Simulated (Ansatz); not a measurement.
# How methods differ on AlH3 (SMILES [H][Al]([H])[H])

AlH3: 4 atoms, total charge 0, spin state singlet. SMILES: `[H][Al]([H])[H]`. The shape comes from GFN2-xTB, which is rough for such elements, and wasn't checked as a minimum.

```xyz
4

Al    0.0000    0.0000    0.0000
H     1.5527   -0.0305    0.0146
H    -0.7498    1.3598   -0.0191
H    -0.8028   -1.3293    0.0045
```

Each level gives the energy change with the Al1–H2 bond stretched from 1.553 to 2.330 Å (eV). The values are calculated.

```tsv
level	kind	program	value (eV)	less FCI/6-31G*
HF/6-31G* (spherical functions) (restricted)	Hartree–Fock	Ansatz	1.79	+0.34
SVWN5/6-31G* (spherical functions) (restricted)	LDA	Ansatz	1.43	-0.02
revPBE/6-31G* (spherical functions) (restricted)	GGA	Ansatz	1.41	-0.04
B3LYP/6-31G* (spherical functions) (restricted)	global hybrid	Ansatz	1.57	+0.12
CAM-B3LYP/6-31G* (spherical functions) (restricted)	range-separated hybrid	Ansatz	1.66	+0.21
B2PLYP/6-31G* (spherical functions) (restricted)	double hybrid	Ansatz	1.63	+0.18
RPA@PBE/6-31G* (spherical functions) (restricted)	RPA	Ansatz	1.45	0.00
CCSDT/6-31G* (spherical functions) (restricted)	coupled cluster or CI	Ansatz	1.45	0.00
FCI/3-21G	exact in the basis	Ansatz	1.28	-0.17
FCI/6-31G* (spherical functions)	exact in the basis	Ansatz	1.45	0.00
```

FCI/6-31G* (spherical functions) is exact within its basis and frozen core, so for wave-function methods in that basis the difference is their error; functionals converge differently with the basis, so for them it is only a difference. Spin-restricted single references rise too steeply as a bond breaks, Hartree–Fock most of all. The first shape isn't each level's own minimum. The values span 1.28 to 1.79 eV. High-level rows in very small sets aren't better than simpler rows in larger ones.
